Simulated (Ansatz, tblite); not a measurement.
# The cluster Al₃B−: a ladder of methods and basis sets

Aim: run the doublet of the cluster Al₃B− at one geometry on many levels, and compare frontier levels, spin and run time.

The runs use Ansatz 0.2.0, Gaussian basis; as each input shows.

Levels to be run: GFN2-xTB, PBE-D4/def2-TZVPD, r2SCAN-D4/def2-TZVPD, BLYP-D4/def2-TZVPD, B97M-V/def2-TZVPD, r2SCANh-D4/def2-TZVPD, B2PLYP/def2-TZVPD, PBE-QIDH/def2-TZVPD, PBE-D4/def2-SVPD, PBE0-D4/def2-SVPD, HF/STO-3G, HF/6-31G, B3LYP-D4/6-31G, CCSD(T)/def2-TZVPPD, MP2/def2-TZVPD, RPA/def2-TZVPD.

1 further run of the same task is left out (set aside as unsound or not needed). Runs told in other sessions of the task aren't counted.

## 1. The relaxed structure

The doublet was relaxed beforehand with B3LYP-D4/def2-TZVPD. At that level it is the lowest of the isomers that a small search found.

4 atoms, charge -1, spin multiplicity 2.

Bond lengths: B1–Al2 2.056 Å, B1–Al3 1.977 Å, B1–Al4 2.056 Å. Angles: Al2–B1–Al3 111.5°, Al2–B1–Al4 128.9°, Al3–B1–Al4 110.6°.

As a file:

```xyz
4
Al3B
B     1.38544    0.43646   -0.71770
Al    2.16278   -1.13671   -1.78992
Al   -0.07624   -0.15166    0.47601
Al    1.09583    2.38450   -1.30939
```

The ion is computed in the gas phase, without counter-ions or solvent.

PBE0-D4/def2-TZVPD was run before; its log isn't repeated, and its numbers join the tables.

## 2. GFN2-xTB

Tight binding, by tblite at 300 K electronic temperature and without a spin-polarisation term:

```python
tblite.interface.Calculator('GFN2-xTB', numbers, positions, charge=-1, uhf=1).singlepoint()
```

Energy -114.2454 eV; 0.006 s.

## 3. PBE-D4/def2-TZVPD

start.molden holds the orbitals of an earlier run on this state, given as this run's starting guess.

in.yaml

```yaml
crystal:
  periodic: [false, false, false]
  atoms:
    - {symbol: B, position_ang: [1.385439, 0.436459, -0.717701]}
    - {symbol: Al, position_ang: [2.162777, -1.136707, -1.789921]}
    - {symbol: Al, position_ang: [-0.076242, -0.151655, 0.476014]}
    - {symbol: Al, position_ang: [1.095827, 2.384503, -1.309392]}
basis:
  gaussian: {orbitals: def2-TZVPD, initial_orbitals: start.molden}
total_charge: -1
magnetization: {spin_polarized: true, initial_magnetization: 1}
hamiltonian: {xc: pbe, dispersion: d4}
scf: {omitted_lower_state_checks: [starts]}
output: {forces: true, orbitals: {seedname: orbitals}}
```

Run with:

```
$ ansatz run in.yaml --threads 4 --pin off --events-out ev --progress --plain --max-ram 3916MiB
```

Further steps of the session: r2SCAN-D4/def2-TZVPD; BLYP-D4/def2-TZVPD; B97M-V/def2-TZVPD; r2SCANh-D4/def2-TZVPD; B2PLYP/def2-TZVPD; PBE-QIDH/def2-TZVPD; PBE-D4/def2-SVPD; PBE0-D4/def2-SVPD; HF/STO-3G; HF/6-31G; B3LYP-D4/6-31G; CCSD(T)/def2-TZVPPD; MP2/def2-TZVPD; RPA/def2-TZVPD.

**Question.** What will the summary of the whole plan be? Wanted: gap in def2-TZVPD, named functionals, smallest and largest; correlation energy, CCSD(T)/def2-TZVPPD; correlation energy, MP2/def2-TZVPD; ⟨S²⟩ in def2-TZVPD, named functionals, smallest and largest; PBE0 total energy, smallest basis above largest.

The runs gave:

| quantity | value |
| --- | --- |
| gap in def2-TZVPD, named functionals, smallest and largest | 0.25 eV (BLYP-D4), 1.66 eV (PBE0-D4) |
| correlation energy, CCSD(T)/def2-TZVPPD | -9.49 eV |
| correlation energy, MP2/def2-TZVPD | -7.30 eV |
| ⟨S²⟩ in def2-TZVPD, named functionals, smallest and largest | 0.760, 0.842 |
| PBE0 total energy, smallest basis above largest | 7.45 eV (def2-SVPD, def2-TZVPD) |

**Reading.** Orbital gaps of the named functionals in def2-TZVPD span 0.25 eV (BLYP-D4) to 1.66 eV (PBE0-D4); exact exchange widens it. Over the named functionals in def2-TZVPD spin contamination reaches 0.09 (r2SCANh-D4), which is small. BLYP-D4 puts the HOMO above zero; others here keep it below zero, so the sign hangs on the functional's self-interaction and doesn't show that the species is unbound. Notes on CCSD(T)/def2-TZVPPD: large T1 diagnostic, spin contamination.
